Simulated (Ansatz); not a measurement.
# C5H10: which of these isomers lies lowest?

2 of its isomers, all singlets with charge 0: A = 2-methyl-2-butene `CC=C(C)C`; B = `C/C=C\CC`.

Shapes, held fixed at every level: PBE0-D4/def2-TZVP. Flexible molecules stand in one conformer, not always the lowest. Programs: Ansatz 0.2.0.

Electronic energies in kJ/mol, without zero-point or thermal terms.

| level | kind | B − A |
| --- | --- | --- |
| BHLYP-D4/def2-TZVPP | global hybrid | +13.0 |
| PBE0-D4/def2-TZVPP | global hybrid | +15.0 |
| wB97M-V/def2-TZVPP | range-separated hybrid | +13.7 |
| wB97X-V/def2-TZVPP | range-separated hybrid | +13.2 |
| B2PLYP/def2-TZVPP | double hybrid | +12.9 |
| MP2/def2-SVP | perturbation theory | +14.5 |
| CCSD(T)/def2-TZVPP | coupled cluster or CI | +13.0 |
| CCSD(T)/CBS estimate | coupled cluster or CI | +12.8 |

The highest level, CCSD(T)/CBS estimate, puts A lowest of these. All levels agree on that. The B − A difference spans +12.8 to +15.0 kJ/mol over the levels. The CBS estimate extrapolates MP2 from def2-TZVPP and def2-QZVPP and adds CCSD(T) − MP2 in the triple-zeta set, cores frozen.
